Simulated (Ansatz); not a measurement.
# NO2 (quartet): wave-function methods side by side, def2-QZVPP

One table from this session's results is given with a row withheld; the runs are named, their logs left out.

Computed with Ansatz 0.2.0, Gaussian basis. Level: def2-QZVPP, core rule «outside noble gas», up to 3 orbitals frozen.

Plan: UHF; ROHF; CCSD(T) on UHF.

### The system

The geometry is a PBE0/def2-TZVP stationary point (not a proven minimum).

3 atoms, charge 0, spin multiplicity 4.

Atoms are counted from 1 here; the program's logs count them from 0.

Bond lengths: O1–N2 1.281 Å, N2–O3 1.281 Å. Angles: O1–N2–O3 113.4°.

Set-up of the first run:

in.yaml

```yaml
crystal:
  periodic: [false, false, false]
  atoms:
    - {symbol: O, position_ang: [0.000000, -0.213966, 1.070604]}
    - {symbol: N, position_ang: [0.000000, 0.488812, 0.000000]}
    - {symbol: O, position_ang: [0.000000, -0.213966, -1.070604]}
basis:
  gaussian: {orbitals: "def2-QZVPP.json"}
magnetization: {spin_polarized: true, initial_magnetization: 3}
hamiltonian: {xc: hf}
output: {orbitals: {seedname: orbitals}}
```

Launch:

```console
$ ansatz run in.yaml --threads 1 --pin off --events-out ev --progress --plain --max-ram 2393MiB
```

Among the steps run: UHF; ROHF; CCSD(T) on UHF.

One of the session's tables, all rows but one given; the rest of the session is left out.

It belongs to the step «Misses and costs». 

| method | from UCCSD(T) (meV) |
| --- | --- |
| ROHF | ? |
| UHF | +17776.9 |
| UMP2 | +1518.7 |
| UCCSD | +763.6 |
| UCCSD(T) | 0 |

Estimate the missing values for ROHF.

As computed: from UCCSD(T) (meV): +18348.7. In the column «from UCCSD(T) (meV)» it is the highest.
